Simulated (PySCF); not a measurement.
Numbering as in the mapped SMILES `[CH2:1]=[C:2]([S-:3])[CH:4]([F:5])[F:6]`. Hydrogens are named by the atom that carries them. Ha(C1) is cis to S3; Hb(C1) is trans to S3.

Geometry: GFN2-xTB; GIAO absolute shieldings from PySCF, gas phase, non-relativistic, averaged over equivalent atoms.

At PBE0/pcSseg-1 (124 basis functions, roughly 27 core-seconds):
| atoms | σ (ppm) |
| --- | --- |
| C2 | 14.0 |
| C4 | 54.5 |
| C1 | 92.6 |
| S3 | 418.9 |
| F5/F6 | 295.6 |
| H(C4) | 25.35 |
| Ha(C1) | 26.94 |
| Hb(C1) | 26.97 |

What do these become at CAM-B3LYP/def2-SVPD?

## Answers


| atoms | σ at CAM-B3LYP/def2-SVPD | change |
| --- | --- | --- |
| C2 | 24.4 | +10.4 |
| C4 | 67.2 | +12.7 |
| C1 | 103.8 | +11.2 |
| S3 | 516.7 | +97.8 |
| F5/F6 | 315.7 | +20.1 |
| H(C4) | 25.09 | -0.26 |
| Ha(C1) | 26.79 | -0.15 |
| Hb(C1) | 27.26 | +0.29 |

The largest change is at S3 (sulfur bonded to C). Cost: 157 basis functions, roughly 40 core-seconds. The order of the carbon signals is the same at both levels.
